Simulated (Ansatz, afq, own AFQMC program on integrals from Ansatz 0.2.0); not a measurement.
Mo, quintet: AFQMC among the cluster methods

A free Mo atom.

Basis def2-SVP with its core potentials. Only valence electrons are correlated. Integrals, coupled cluster, full CI and functionals: Ansatz 0.2.0; the random walks run on the same integrals in our own AFQMC program. ph-AFQMC/CISD is guided by a CISD state made of CCSD amplitudes; releasing the constraint for a short imaginary time cuts its bias at the price of noise, slowly where states lie close. ± is one standard error of the sampling. No spin–orbit coupling. The metal's outer-core s and p shells are frozen, which shifts wave-function levels against functionals.

Determinant: ROHF, the one that the program's search chose, which needn't be the lowest solution.

No full CI on the walks' own integrals is used here; CCSDTQ serves as the reference and is uncertain by about the last step of the cluster series.

Cautions: no spin-orbit coupling; outer-core shells of the metal frozen; a spin-contaminated unrestricted determinant lies lower (UHF 879 meV lower, ⟨S²⟩ 7.00); the released energies have errors that jump between times, so the bars are unsure, so no released level is given (meV from the phaseless value at times in 1/Eh: -11 ± 4 at 0.60, -18 ± 11 at 1.20, -16.0 ± 2.2 at 2.00, -17 ± 3 at 3.00, -20 ± 3 at 4.20); CCSDTQ on the UHF determinant differs (140 meV lower), perhaps since the unrestricted series falls towards higher spin; a state of other symmetry lies lower (by 46 meV); a state of higher spin lies lower (by 1.53 eV).

- T1 diagnostic: 0.0285
- weight of the determinant in the CISD state: 0.898
- size of the correlated space: 6 electrons in 27 orbitals

```json
{"level": "MP2", "correlation energy (eV)": "-1.8689"}
{"level": "CCSD", "correlation energy (eV)": "-2.2870"}
{"level": "CCSD(T)", "correlation energy (eV)": "-2.3692"}
```

Q: Estimate where phaseless AFQMC with a CISD trial lies against CCSD(T) on the same integrals.

A: 1.7 ± 0.3 kJ/mol below CCSD(T).

Reference: CCSDTQ, correlation energy -2.434 eV.

```
        level  E − E(reference) (kJ/mol)  share of correlation (%)
      CCSD(T)                        6.2                     97.35
        CCSDT                        0.8                     99.66
     CCSDT(Q)                        0.2                     99.93
ph-AFQMC/CISD                  4.6 ± 0.3                     98.06
```

CCSDT and higher add their correlation energy to the determinant of the CCSD(T) run, since their own runs factorise the integrals more tightly (a shift of under 2 meV). A walk keeps the symmetry of its determinant, which the program's search chose and which needn't be the lowest solution, so a lower state of the same spin and another symmetry isn't excluded.
